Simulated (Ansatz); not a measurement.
C3H8O (1-propanol): from total energies to a heat of formation

C3H8O has 12 atoms, charge 0, and is taken as a singlet. SMILES: `CCCO`. Geometry: relaxed at PBE0-D4/def2-TZVP. This is one conformer, not always the lowest.

Total energies at BLYP/cc-pVDZ (Ansatz 0.2.0); the atoms run unrestricted:

```tsv
species	state	energy (Eh)
C3H8O	singlet	-194.251793
C	triplet	-37.837837
O	triplet	-75.054524
H	doublet	-0.496403
```

Harmonic wavenumbers at PBE0-D4/def2-TZVP, in cm⁻¹: 134, 224, 256, 302, 465, 758, 888, 899, 1056, 1087, 1115, 1150, 1246, 1312, 1331, 1385, 1406, 1423, 1481, 1492, 1495, 1509, 2991, 3027, 3046, 3073, 3091, 3117, 3127, 3859.

Measured heats of formation of the gaseous atoms at 298.15 K, in kJ/mol: C 716.9, O 249.2, H 218.0. Spin-orbit lowering of the atoms at 298 K (mean of the ground term's levels less their thermal mean, from spectra), in kJ/mol: C 0.02, O 0.40. Take 1 Eh = 2625.50 kJ/mol, 1 cm⁻¹ = 0.0119627 kJ/mol, RT = 2.479 kJ/mol.

Q: What heat of formation follows?

A: 
1. Electronic atomisation energy: 3 × (-37.837837) + (-75.054524) + 8 × (-0.496403) − (-194.251793) = 1.712534 Eh = 4496.3 kJ/mol.
2. Zero-point energy: half the sum of the wavenumbers, 23872.5 cm⁻¹ = 285.6 kJ/mol.
3. Thermal vibrational enthalpy, Σ hcν̃/(exp(hcν̃/kT) − 1): 7.1 kJ/mol. Translation, rotation and pV of a non-linear molecule: 4 RT = 9.9 kJ/mol.
4. The 12 free atoms carry 5/2 RT each: 74.4 kJ/mol.
5. Spin-orbit coupling lowers the free atoms by 3 × 0.02 + 0.40 = 0.5 kJ/mol.
6. Atomisation enthalpy at 298 K: 4496.3 − 0.5 − 285.6 − 7.1 − 9.9 + 74.4 = 4267.6 kJ/mol.
7. Sum of the atoms' heats of formation: 4143.9 kJ/mol. Heat of formation: 4143.9 − 4267.6 = -123.7 kJ/mol.

The tabulated value is -255.1 kJ/mol (CRC Handbook of Chemistry and Physics), so this level is off by +131.4 kJ/mol, or 3.0 % of the atomisation enthalpy. Anharmonicity and any spin-orbit splitting of the molecule are left out.
